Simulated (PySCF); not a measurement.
# Potential energy of BH along the bond

Set-up: PySCF, no relativity, basis sets B pcseg-1, H pcseg-1. Energies in eV from B + H in their ground configurations at the same level. All curves are PBE0. state 1: ¹Σ⁺ (singlet), closed shell; state 2: ³Π (triplet), unpaired electrons σ ↑, π ↑, a second solution, started from another occupation; state 3: Ms = 0 determinant of mixed spin (⟨S²⟩ near 1.0), unpaired electrons σ ↑, π ↓, a second solution, started from another occupation.

| R (Å) | state 1 | state 2 | state 3 |
| --- | --- | --- | --- |
| 1.073 | -3.073 | -2.313 | -1.595 |
| 1.123 | -3.285 | -2.476 | -1.769 |
| 1.173 | -3.408 | -2.549 | -1.855 |
| 1.211 | -3.454 | -2.557 | -1.874 |
| 1.248 | -3.468 | -2.532 | -1.862 |
| 1.285 | -3.455 | -2.482 | -1.824 |
| 1.335 | -3.404 | -2.382 | -1.743 |
| 1.398 | -3.299 | -2.219 | -1.607 |
| 1.473 | -3.132 | -1.987 | -1.413 |
| 1.573 | -2.864 | -1.649 | -1.137 |

Question: Put a parabola through the three lowest points of the state 1 curve and estimate Re, k and ωe (reduced mass 0.9233 u; 1 eV/Å² = 0.16022 mdyn/Å; ωe = 1302.8·√(k/μ) cm⁻¹).

Answer: Through R = 1.211, 1.248, 1.285 Å the second-order coefficient is 9.86 eV/Å², so Re ≈ 1.249 Å, k ≈ 3.16 mdyn/Å and ωe ≈ 2410 cm⁻¹. A polynomial fit of higher order to the unrounded PBE0 energies gives Re = 1.247 Å, k = 3.06 mdyn/Å, ωe = 2370 cm⁻¹; anharmonicity and rounding make the difference.

The higher-order fit for each curve: state 1: Re = 1.247 Å, ωe = 2370 cm⁻¹, De = 3.47 eV; state 2: Re = 1.200 Å, ωe = 2670 cm⁻¹, minimum 2.56 eV below the ground-state fragments; state 3: Re = 1.213 Å, ωe = 2544 cm⁻¹, minimum 1.87 eV below the ground-state fragments.
